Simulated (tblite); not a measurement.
Task: What does the GFN2-xTB structure of InChI=1S/C4H5F2/c1-2-4(6)3-5/h2H,1,3H2 look like in three dimensions? (Doublet state.)

Result: 
```xyz
11
C4H5F2 angstrom
C      2.075   -0.088   -0.147
C      0.759   -0.455   -0.087
C     -0.292    0.413    0.111
F     -0.069    1.739    0.261
C     -1.744    0.076    0.191
F     -1.949   -1.265    0.043
H      2.369    0.941   -0.039
H      2.846   -0.818   -0.304
H      0.483   -1.494   -0.198
H     -2.162    0.368    1.166
H     -2.311    0.586   -0.602
```

Orientation and origin are arbitrary. Atoms count from 1 in this order. C2 (carbon bonded to 2 C and H) is planar (angles 124.9°, 119.9° and 115.2°, sum 360.0°, 0.00 Å off the plane of its three neighbours). Of the pairs four or more bonds apart, F6···H9 is among the closest relative to their van der Waals radii: 2.45 Å, 92 % of the sum of Bondi's values. The 3 C–C bonds span 1.367 Å (C1=C2, drawn double in one of several resonance forms) to 1.492 Å (C3–C5, drawn single), a spread of 0.125 Å. C1 (carbon bonded to C and 2 H) is planar (angles 121.0°, 121.0° and 118.0°, sum 360.0°, 0.00 Å off the plane of its three neighbours).

Bonds between heavy atoms (Å): C1=C2 1.367, C2–C3 1.378, C3–F4 1.353, C3–C5 1.492, C5–F6 1.365.

The geometry is computed with GFN2-xTB (gas phase). This method treats the open shell by occupation alone, without spin polarisation.

Point group: Cs (every atom within 0.08 Å of its image). Its GFN2-xTB frequencies are all real (lowest 39 cm⁻¹). Torsions: C1–C2–C3–F4 0°, C2–C3–C5–F6 0°.

One conformer stands for the species.
